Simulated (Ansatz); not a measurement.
**CH₅ClSi (built from SMILES C[SiH2]Cl): a barrier at many levels of theory**

How high is the barrier of this step (Cl2–H4 formed, Si1–Cl2 broken, C3–H4 broken), and how far do cheaper methods land from CCSD(T)?

Program: Ansatz 0.2.0, Gaussian basis. Level of theory: single points in def2-TZVPP on PBE0-D4/def2-TZVP structures. These are calculated values, not measurements.

Levels: SPW92, PBE-D4, BLYP-D4, r2SCAN-D4, B97M-V, PBE0-D4, B3LYP-D4, r2SCAN0-D4, BHLYP-D4, CAM-B3LYP-D4, wB97X-V, wB97M-V, B2PLYP, PBE-QIDH, RPA on PBE, Hartree-Fock, MP2, CCSD, CCSD(T). The reference is CCSD(T) at the basis limit, from triple and quadruple zeta. Zero-point energies come from PBE0-D4 vibrations.

Cores are frozen in the correlated methods. B3LYP uses VWN-RPA correlation. B2PLYP carries no dispersion term here.

42 further runs of the same task are left out: 42 set aside as unsound or not needed.

## (1) The three structures

Charge 0, multiplicity 1. The folders r, ts and p hold the start, the saddle and the end; their coordinates stand in the first inputs.

```
   pair  r (Å)  ts (Å)  p (Å)
 Cl2–H4  3.387   1.448  1.308
Si1–Cl2  2.062   2.841  3.997
  C3–H4  1.092   1.717  2.143
```

## (2) SPW92/def2-TZVPP

The input, r/in.yaml:

```yaml
crystal:
  periodic: [false, false, false]
  atoms:
    - {symbol: Si, position_ang: [-0.375382, -0.555265, -0.526803]}
    - {symbol: Cl, position_ang: [0.555410, -0.256664, -2.342425]}
    - {symbol: C, position_ang: [0.342999, 0.596684, 0.740063]}
    - {symbol: H, position_ang: [1.412690, 0.416698, 0.864398]}
    - {symbol: H, position_ang: [-1.823581, -0.306920, -0.729502]}
    - {symbol: H, position_ang: [-0.164574, -1.975186, -0.153406]}
    - {symbol: H, position_ang: [-0.147379, 0.443357, 1.705480]}
    - {symbol: H, position_ang: [0.199818, 1.637296, 0.442195]}
basis:
  gaussian: {orbitals: def2-TZVPP}
hamiltonian: {xc: lda}
```

The input, ts/in.yaml:

```yaml
crystal:
  periodic: [false, false, false]
  atoms:
    - {symbol: Si, position_ang: [-0.786504, -0.518889, -0.111463]}
    - {symbol: Cl, position_ang: [1.464466, -0.125126, -1.799954]}
    - {symbol: C, position_ang: [0.085035, 0.547726, 0.916311]}
    - {symbol: H, position_ang: [1.039543, 0.336750, -0.495070]}
    - {symbol: H, position_ang: [-1.757822, -0.039079, -1.112830]}
    - {symbol: H, position_ang: [-0.623581, -1.983843, -0.055635]}
    - {symbol: H, position_ang: [0.708862, 0.172330, 1.719562]}
    - {symbol: H, position_ang: [-0.129999, 1.610131, 0.939080]}
basis:
  gaussian: {orbitals: def2-TZVPP}
hamiltonian: {xc: lda}
```

The input, p/in.yaml:

```yaml
crystal:
  periodic: [false, false, false]
  atoms:
    - {symbol: Si, position_ang: [-1.118269, -0.598252, 0.098683]}
    - {symbol: Cl, position_ang: [2.288610, 0.385287, -1.744788]}
    - {symbol: C, position_ang: [0.007895, 0.452804, 0.824102]}
    - {symbol: H, position_ang: [1.335071, 0.314493, -0.852736]}
    - {symbol: H, position_ang: [-2.188768, -0.114322, -0.795922]}
    - {symbol: H, position_ang: [-1.051732, -2.064108, 0.263904]}
    - {symbol: H, position_ang: [0.781921, 0.094420, 1.493693]}
    - {symbol: H, position_ang: [-0.054726, 1.529678, 0.713065]}
basis:
  gaussian: {orbitals: def2-TZVPP}
hamiltonian: {xc: lda}
```

Each run has its own folder and the same command.

On the command line:

```console
> ansatz run in.yaml --threads 2 --pin off --events-out ev --progress --plain --max-ram 4352MiB
```

Further steps of the session: PBE-D4/def2-TZVPP; BLYP-D4/def2-TZVPP; r2SCAN-D4/def2-TZVPP; B97M-V/def2-TZVPP; PBE0-D4/def2-TZVPP; B3LYP-D4/def2-TZVPP; r2SCAN0-D4/def2-TZVPP; BHLYP-D4/def2-TZVPP; CAM-B3LYP-D4/def2-TZVPP; wB97X-V/def2-TZVPP; wB97M-V/def2-TZVPP; B2PLYP/def2-TZVPP; PBE-QIDH/def2-TZVPP; RPA on PBE/def2-TZVPP; CCSD(T)/def2-TZVPP; MP2/def2-QZVPP; Vibrations of the start structure; Vibrations of the end structure.

What does the calculation give? Wanted: barrier, CCSD(T)/CBS; reverse barrier, CCSD(T)/CBS; step energy, CCSD(T)/CBS; barrier with zero-point energy; step energy with zero-point energy; imaginary mode at the saddle; largest T1 diagnostic.

**Answer**, as computed:

| quantity | value |
| --- | --- |
| barrier, CCSD(T)/CBS | 82.9 kcal/mol |
| reverse barrier, CCSD(T)/CBS | 9.1 kcal/mol |
| step energy, CCSD(T)/CBS | +73.8 kcal/mol |
| barrier with zero-point energy | 77.9 kcal/mol |
| step energy with zero-point energy | +69.8 kcal/mol |
| imaginary mode at the saddle | 600i cm⁻¹ |
| largest T1 diagnostic | 0.013 |

What this shows: Among the functionals wB97M-V lands nearest to CCSD(T)/CBS (-0.2 kcal/mol) and SPW92 farthest (-11.0 kcal/mol). CAM-B3LYP-D4 is as near within the digits shown. Mean unsigned error by rung: LDA 11.0, GGA 9.6, meta-GGA 2.2, hybrid 2.7, range-separated hybrid 0.9, double hybrid 1.7 kcal/mol. PBE-D4 gives a barrier 9.4 kcal/mol too low, outside chemical accuracy (1 kcal/mol). Every functional without exact exchange puts the barrier too low, the usual mark of self-interaction error, which favours the spread-out density of a saddle. The barrier rises with the share of exact exchange, from BLYP-D4 through B3LYP-D4 to BHLYP-D4 (-9.9, -4.1, +3.5 kcal/mol). Hartree-Fock, with no correlation, is off by +13.3 kcal/mol. Zero-point motion lowers the barrier by 5.0 kcal/mol. The restricted Hartree–Fock reference is unstable towards an unrestricted one at one or more of these structures.
